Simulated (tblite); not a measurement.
Compound: C₄H₇O₂ (doublet state).
Bonds: C1–C2, C2–O3, O3–C4, C4–C5, C4–O6 (double). Hydrogens: H7, H8, H9 on C1; H10 on C2; H11, H12, H13 on C5.
Bond orders are those of one Lewis drawing.

Computed with GFN2-xTB (tblite), gas phase: L-BFGS steps from a force-field or distance-geometry start until the largest atomic force falls under 0.01 eV/Å.

Step 1: E = -549.8108 eV
```
atom  x, y, z in Å  |  force x, y, z in eV/Å
C1     -2.1724   -1.0917    0.0129    0.181   0.008  -0.025
C2     -1.2260    0.0439    0.0533   -0.033   0.207   0.033
O3      0.1058   -0.1881   -0.0228   -0.217   0.702   0.048
C4      0.9499    0.8875    0.0302    0.419  -0.810   0.012
C5      2.3782    0.4239   -0.0759    0.029  -0.051  -0.016
O6      0.6075    2.0314    0.1602   -0.490   0.304   0.011
H7     -1.6408   -2.0417   -0.0287    0.060   0.117   0.023
H8     -2.8149   -1.0887    0.8983   -0.017   0.028  -0.107
H9     -2.8108   -1.0219   -0.8727   -0.071   0.015   0.086
H10    -1.5471    1.0848    0.1332    0.118  -0.458  -0.026
H11     2.5236   -0.0777   -1.0340    0.028  -0.103   0.213
H12     3.0332    1.2868   -0.0260    0.023   0.061   0.008
H13     2.6094   -0.2479    0.7543   -0.030  -0.021  -0.260
```

Step 2: E = -549.8248 eV
```
atom  x, y, z in Å  |  force x, y, z in eV/Å
C1     -2.1698   -1.0908    0.0128    0.162   0.022  -0.048
C2     -1.2219    0.0447    0.0535   -0.383   0.221   0.045
O3      0.0974   -0.1709   -0.0215    0.197  -0.064  -0.018
C4      0.9569    0.8743    0.0310   -0.213   0.732   0.131
C5      2.3798    0.4236   -0.0770    0.079  -0.043   0.047
O6      0.5989    2.0324    0.1598    0.006  -0.614  -0.084
H7     -1.6393   -2.0396   -0.0283    0.078   0.065   0.017
H8     -2.8151   -1.0884    0.8959    0.003   0.040  -0.084
H9     -2.8123   -1.0217   -0.8710   -0.026   0.026   0.091
H10    -1.5450    1.0771    0.1328   -0.008  -0.201  -0.002
H11     2.5239   -0.0794   -1.0292    0.069  -0.155   0.053
H12     3.0334    1.2875   -0.0258    0.005   0.056   0.004
H13     2.6087   -0.2483    0.7493    0.031  -0.085  -0.152
```

Step 3: E = -549.8322 eV
```
atom  x, y, z in Å  |  force x, y, z in eV/Å
C1     -2.1673   -1.0905    0.0122    0.045   0.045  -0.022
C2     -1.2262    0.0478    0.0542   -0.099  -0.020   0.014
O3      0.0986   -0.1688   -0.0215    0.065  -0.080  -0.009
C4      0.9561    0.8793    0.0325    0.003   0.056   0.039
C5      2.3808    0.4229   -0.0766    0.020   0.049   0.012
O6      0.5971    2.0267    0.1589   -0.149   0.049  -0.007
H7     -1.6382   -2.0384   -0.0280    0.108   0.042   0.011
H8     -2.8151   -1.0878    0.8945    0.017   0.029  -0.086
H9     -2.8128   -1.0214   -0.8697   -0.017   0.016   0.077
H10    -1.5447    1.0732    0.1327   -0.095   0.035   0.016
H11     2.5248   -0.0815   -1.0277    0.056  -0.139   0.042
H12     3.0335    1.2884   -0.0257    0.009   0.030   0.003
H13     2.6089   -0.2493    0.7466    0.037  -0.111  -0.089
```

Question: Estimate the geometry and energy of step 4. (The exact step hangs on the optimiser's Hessian estimate; all steps are aligned on step 3, rigid shifts and turns removed.)

Answer: E = -549.8343 eV, largest force 0.165 eV/Å
```
atom  x, y, z in Å  |  force x, y, z in eV/Å
C1     -2.1661   -1.0897    0.0117    0.010  -0.009  -0.011
C2     -1.2283    0.0480    0.0545    0.056  -0.003   0.005
O3      0.0996   -0.1691   -0.0216   -0.016  -0.039   0.002
C4      0.9562    0.8807    0.0334   -0.003  -0.035   0.016
C5      2.3814    0.4236   -0.0764    0.000   0.031  -0.006
O6      0.5941    2.0265    0.1586   -0.136   0.094   0.001
H7     -1.6362   -2.0375   -0.0278    0.101   0.049   0.008
H8     -2.8148   -1.0872    0.8928    0.009   0.023  -0.061
H9     -2.8133   -1.0211   -0.8681   -0.022   0.013   0.046
H10    -1.5461    1.0729    0.1329   -0.094   0.049   0.017
H11     2.5259   -0.0842   -1.0266    0.042  -0.105   0.052
H12     3.0337    1.2890   -0.0257    0.019   0.028   0.002
H13     2.6095   -0.2514    0.7445    0.034  -0.095  -0.072
```

The energy changes by -0.0021 eV. The first-order estimate −F·Δx gives -0.0026 eV and the mean of the old and new forces, exact on a quadratic surface, -0.0021 eV. The step makes an angle of 18° with the force vector and moves no atom by more than 0.003 Å.

The cost below is that of the whole relaxation. Time: 0.12 s of wall time. Hardware: Arm Neoverse V1, one thread, shared host with 32 logical CPUs at a one-minute load of 22.
